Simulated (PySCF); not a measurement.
## Bond curve of AlN

Set-up: Al 6-311G(d,p), N 6-311G(d,p); no relativity (PySCF 2.14). Energies in eV from Al + N in their ground configurations at the same level. State: ³Σ⁻ (triplet), unpaired electrons π ↑↑.

All columns are PBE0. A positive dipole means Al(−)N(+).

| R (Å) | E (eV) | μ (D) | Mulliken charge on Al (basis-dependent) | HOMO (eV) | LUMO (eV) | Mayer bond order | ⟨S²⟩ |
| --- | --- | --- | --- | --- | --- | --- | --- |
| 1.667 | -1.699 | -0.41 | 0.27 | -6.01 | -4.06 | 1.06 | 2.01 |
| 1.744 | -2.110 | -0.68 | 0.30 | -6.02 | -3.78 | 1.02 | 2.01 |
| 1.822 | -2.333 | -0.96 | 0.34 | -6.00 | -3.52 | 0.98 | 2.01 |
| 1.880 | -2.411 | -1.18 | 0.36 | -5.98 | -3.34 | 0.96 | 2.01 |
| 1.938 | -2.432 | -1.40 | 0.38 | -5.94 | -3.18 | 0.94 | 2.01 |
| 1.996 | -2.410 | -1.61 | 0.39 | -5.89 | -3.03 | 0.92 | 2.01 |
| 2.074 | -2.331 | -1.90 | 0.41 | -5.81 | -2.86 | 0.90 | 2.01 |
| 2.171 | -2.181 | -2.25 | 0.42 | -5.68 | -2.70 | 0.89 | 2.01 |
| 2.287 | -1.956 | -2.65 | 0.42 | -5.50 | -2.56 | 0.87 | 2.02 |
| 2.442 | -1.628 | -3.11 | 0.42 | -5.23 | -2.46 | 0.86 | 2.04 |

A fit through these points gives, at Re = 1.934 Å, μ = -1.38 D and dμ/dR = -3.75 D/Å; the reduced mass is 9.219 u.

How strong is the fundamental in the double-harmonic approximation, I = 42.26·(dμ/dR)²/μred km/mol?

I = 42.26·(-3.75)²/9.219 = 64.5 km/mol at PBE0.

The state was picked by a PBE0 search and need not be the measured ground state.
